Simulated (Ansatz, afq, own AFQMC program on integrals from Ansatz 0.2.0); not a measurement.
## BPN, quartet: AFQMC among the cluster methods

```yaml
atoms:
  - { symbol: N, position_ang: [0.0000, 0.0000, -1.3826] }
  - { symbol: B, position_ang: [0.0000, 0.0000, -0.0487] }
  - { symbol: P, position_ang: [0.0000, 0.0000, 1.4313] }
```

Connectivity, by distances: N–B–P.

Basis cc-pVDZ. Only valence electrons are correlated. Ansatz 0.2.0 and our own AFQMC program on the same integrals; the CISD trial comes from CCSD amplitudes, and released means the phaseless constraint is let go. Error bars are statistical, one sigma.

Determinant: UHF, the one that the program's search chose, which needn't be the lowest solution. The geometry is a point of a scan.

No full CI on the walks' own integrals is used here; CCSDT(Q) serves as the reference and is uncertain by about the last step of the cluster series.

Cautions: lower spins were not checked; unrestricted determinant spin contaminated (⟨S²⟩ 3.88 against 3.75).

```
T1 diagnostic                               : 0.0333
weight of the determinant in the CISD state : 0.842
⟨S²⟩ of the determinant                     : 3.879
size of the correlated space                : 13 electrons in 39 orbitals
```

```json
{"level": "MP2", "correlation energy (eV)": "-6.5738"}
{"level": "CCSD", "correlation energy (eV)": "-7.7684"}
{"level": "CCSD(T)", "correlation energy (eV)": "-8.0325"}
```

(1) Estimate where AFQMC with the constraint released lies against CCSD(T) on the same integrals.

(1) 7.9 ± 2.0 kJ/mol below CCSD(T).

Reference: CCSDT(Q), correlation energy -8.102 eV. The released energy is read at 1.62 1/Eh, later times being too noisy (meV from the phaseless value at times in 1/Eh: -10 ± 18 at 0.24, -35 ± 18 at 0.51, -55 ± 20 at 0.99, -57 ± 21 at 1.62, 7 ± 23 at 2.40).

```
         level  E − E(reference) (kJ/mol)  share of correlation (%)
       CCSD(T)                        6.7                     99.14
         CCSDT                        2.1                     99.73
 ph-AFQMC/CISD                  4.3 ± 1.1                     99.45
released AFQMC                 -1.2 ± 2.0                    100.15
```

A walk keeps the symmetry of its determinant, which the program's search chose and which needn't be the lowest solution, so a lower state of the same spin and another symmetry isn't excluded. Released energies are given only where the last usable release times agree within the noise; a slower fall can still hide under it.
